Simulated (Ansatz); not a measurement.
Geometry optimisation, RKS CAM-B3LYP-D4/def2-SVP in Ansatz 0.2.0.

Input file:

```yaml
crystal:
  periodic: [false, false, false]
  atoms:
    - { symbol: Mg, position_ang: [0.376208, -0.677409, -0.271379] }
    - { symbol: H, position_ang: [0.447811, 1.689206, -2.142561] }
    - { symbol: C, position_ang: [-0.638239, -0.224145, 1.465252] }
    - { symbol: H, position_ang: [0.734107, 1.06487, -2.302946] }
    - { symbol: Cl, position_ang: [1.589883, -1.425419, -2.175618] }
    - { symbol: H, position_ang: [-1.64661, 0.174586, 1.26669] }
    - { symbol: H, position_ang: [-0.103313, 0.525629, 2.070127] }
    - { symbol: H, position_ang: [-0.759847, -1.127219, 2.090636] }
basis:
  gaussian: { orbitals: def2-SVP }
hamiltonian:
  xc: cam_b3lyp
  dispersion: d4
relax:
  f_tol: 0.03
  max_steps: 50
```

Launched with:

```bash
$ ansatz run input.yaml --threads 2 --pin off --max-ram 3072MiB --backend cpu --events-out ev --progress --plain --runs-dir out
```

Task: Where does it end, and by what steps?

Result: The run converged. The force dipped under the threshold on the way, but the program's further checks kept it going. After 11 steps the energy has fallen by 0.264 eV; H2 moved furthest, 0.73 Å.

| step | energy less start (eV) | largest force component (eV/Å) | accepted |
| --- | --- | --- | --- |
| 0 | 0.0000 | 2.286 | yes |
| 1 | -0.1735 | 1.076 | yes |
| 2 | -0.1940 | 1.327 | yes |
| 3 | -0.2408 | 0.064 | yes |
| 4 | -0.2364 | 0.278 | no |
| 5 | -0.2431 | 0.044 | yes |
| 6 | -0.2488 | 0.029 | yes |
| 7 | -0.2547 | 0.111 | yes |
| 8 | -0.2608 | 0.177 | yes |
| 9 | -0.2625 | 0.137 | yes |
| 10 | -0.2635 | 0.056 | yes |
| 11 | -0.2636 | 0.010 | yes |

```xyz
8
Properties=species:S:1:pos:R:3
Mg 0.488 -0.815 -0.407
H 0.180 1.550 -1.479
C -0.562 -0.148 1.247
H 0.577 1.182 -2.021
Cl 1.627 -1.733 -2.061
H -1.546 0.260 0.965
H -0.020 0.655 1.775
H -0.743 -0.951 1.980
```

Time of the run: 19 s on 2 threads of Intel(R) Xeon(R) Platinum 8488C (Sapphire Rapids), with other jobs on the host, peak memory 0.17 GiB.
